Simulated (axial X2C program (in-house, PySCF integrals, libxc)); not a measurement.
## Ionising BCl

Computed with an in-house relativistic program for diatomic molecules, spin-free (one-electron X2C) or two-component (2c: spin–orbit coupling with atomic mean-field Coulomb and Gaunt terms, which also bring small scalar terms), in Dyall basis sets with cores contracted in-house; open shells are unrestricted.

Basis sets: B dyall-v3z, Cl dyall-av3z. Frozen shells (counts by l): BCl Cl 2s1p, B 1s, 10 electrons correlated; BCl⁺ Cl 2s1p, B 1s, 9 electrons correlated. Where the outer core of a metal is frozen, bonds come out longer and ionisation energies lower.

```
Hamiltonian    level       BCl state  Re (Å)  ωe (cm⁻¹)  De (eV)
  spin-free       HF  M_S = 0, Λ = 0   1.721      850.4     3.76
  spin-free     PBE0  M_S = 0, Λ = 0   1.720      834.4     5.29
  spin-free      MP2  M_S = 0, Λ = 0   1.714      854.5     5.35
  spin-free     CCSD  M_S = 0, Λ = 0   1.723      841.2     5.00
  spin-free  CCSD(T)  M_S = 0, Λ = 0   1.726      834.9     5.17
         2c       HF           Ω = 0   1.721      850.2     3.69
         2c     PBE0           Ω = 0   1.721      834.3     5.28
         2c      MP2           Ω = 0   1.714      854.3     5.32
```

Adiabatic ionisation energy (minimum to minimum, no zero-point term) and constants of BCl⁺:

```json
{"Hamiltonian": "spin-free", "level": "HF", "BCl⁺ state": "M_S = 1/2, Λ = 0", "IE (eV)": "8.75", "Re (Å)": "1.596", "ωe (cm⁻¹)": "1171.7", "De (eV)": "3.04", "fragments": "Cl + B+"}
{"Hamiltonian": "spin-free", "level": "PBE0", "BCl⁺ state": "M_S = 1/2, Λ = 0", "IE (eV)": "9.70", "Re (Å)": "1.599", "ωe (cm⁻¹)": "1147.1", "De (eV)": "4.23", "fragments": "Cl + B+"}
{"Hamiltonian": "spin-free", "level": "MP2", "BCl⁺ state": "M_S = 1/2, Λ = 0", "IE (eV)": "9.65", "Re (Å)": "1.598", "ωe (cm⁻¹)": "1170.4", "De (eV)": "3.96", "fragments": "Cl + B+"}
{"Hamiltonian": "spin-free", "level": "CCSD", "BCl⁺ state": "M_S = 1/2, Λ = 0", "IE (eV)": "9.93", "Re (Å)": "1.600", "ωe (cm⁻¹)": "1149.2", "De (eV)": "3.26", "fragments": "Cl + B+"}
{"Hamiltonian": "spin-free", "level": "CCSD(T)", "BCl⁺ state": "M_S = 1/2, Λ = 0", "IE (eV)": "9.94", "Re (Å)": "1.605", "ωe (cm⁻¹)": "1135.9", "De (eV)": "3.44", "fragments": "Cl + B+"}
{"Hamiltonian": "2c", "level": "HF", "BCl⁺ state": "Ω = 1/2", "IE (eV)": "8.75", "Re (Å)": "1.596", "ωe (cm⁻¹)": "1171.4", "De (eV)": "2.98", "fragments": "Cl + B+"}
{"Hamiltonian": "2c", "level": "PBE0", "BCl⁺ state": "Ω = 1/2", "IE (eV)": "9.70", "Re (Å)": "1.599", "ωe (cm⁻¹)": "1146.8", "De (eV)": "4.22", "fragments": "Cl + B+"}
{"Hamiltonian": "2c", "level": "MP2", "BCl⁺ state": "Ω = 1/2", "IE (eV)": "9.65", "Re (Å)": "1.599", "ωe (cm⁻¹)": "1170.2", "De (eV)": "3.93", "fragments": "Cl + B+"}
```

Q: Add the zero-point terms to the ionisation energy at MP2, 2c, and say whether the electron removed was bonding.

A: IE0 = IE + (ωe⁺ − ωe)/2 = 9.65 + (0.020) = 9.67 eV. Re changes by -0.115 Å, so the bond shortens, as on loss of an antibonding or a polarising non-bonding electron.

Q: Close the cycle De(BCl⁺) + IE(BCl) = De(BCl) + IE(B) to find the atomic ionisation energy at MP2, 2c.

A: IE(B) = 3.93 + 9.65 − 5.32 = 8.26 eV, for the determinants used.

Each entry is the lowest single determinant of a limited PBE0 search at one distance. De goes to single-determinant-based atoms at the same level (for ions the charge split of lowest energy) and is withheld (n/a) where an atom does not fit its ground term or J level. Main or longest-lived isotopes. Some light 2c atoms are not at their ground J level, so De misses part of their lowering (0.04 eV or less). The functionals have no current term, which raises determinants with orbital currents.
